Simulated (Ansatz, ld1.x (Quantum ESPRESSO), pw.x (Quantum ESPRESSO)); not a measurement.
## Li: does the TM potential hold in the solid?

lithium (Li), norm-conserving Troullier–Martins (Kleinman–Bylander form), made with ld1.x (Quantum ESPRESSO) 7.5 (PBE, scalar-relativistic). Core [He], reference 2s1 2p0. Waves: 2s (bound): rc 2.70 bohr; 2p (bound, empty): rc 4.72 bohr; 3d channel at 0.4 Ry: rc 3.64 bohr. Local part: the d channel. Core correction: none.

Atomic tests: cutoffs needed: 6 Ry and 6 Ry (the cutoffs (Ry, on a coarse ladder) from which the occupation-weighted sum of valence levels, in a spherical-Bessel basis at the reference potential, stays within 10 and 1 mRy of its value at 400 Ry); ghost test: no extra level below or beside the all-electron valence levels (s, p, d, f tested) (spherical-Bessel basis up to 400 Ry, 20 bohr box); largest excitation error: +5.0 meV (all-electron minus pseudo) for 2s0.5 2p0, out of 2 test configurations.

Crystal test: bcc Li in pw.x 7.5, no spin, 13³ k-points, Fermi–Dirac smearing 0.01 Ry, cutoffs 35/140 Ry. The reference is all-electron LAPW (Ansatz 0.2.0) with the same functional, mesh and smearing; V0 and B0 come from Birch–Murnaghan fits to the pressures at five volumes. Errors are pseudo minus all-electron; Δ is the rms difference of the E(V) curves that follow from these fits, minima aligned, over ±6 % about the mean V0. Mesh and smearing are coarse, so the numbers serve the comparison and aren't converged zero-temperature values; the lattice is a test structure that the element need not adopt.

All-electron: a0 = 3.436 Å (V0 = 20.29 Å³/atom), B0 = 13.8 GPa.

How far does the potential miss the all-electron equation of state?

mean pressure error (GPa): -1.28. The pressure does not cross zero within the volumes sampled, so no fit is given. The largest radius (4.72 bohr) exceeds half the bond length (2.82 bohr), so the spheres overlap, which is one possible source of error among others. This is a poor potential for the solid. The atomic tests give no hint of an error of this size, and its cause was not traced.

```csv
V (Å³/atom),P all-electron (GPa),P pseudo (GPa)
19.352,0.71,-0.84
19.862,0.30,-1.09
20.371,-0.05,-1.32
20.880,-0.38,-1.52
21.390,-0.67,-1.70
```

At the middle volume, how do free energy and pressure move when the wave cutoff is lowered (ecutrho kept at four times it)?

```csv
cutoff (Ry),shift of F (meV/atom),shift of P (GPa)
16,+0.4,-0.01
21,+0.1,+0.00
28,+0.0,-0.00
```

The 8 pw.x runs together took about 25 s on one core of a shared server CPU.
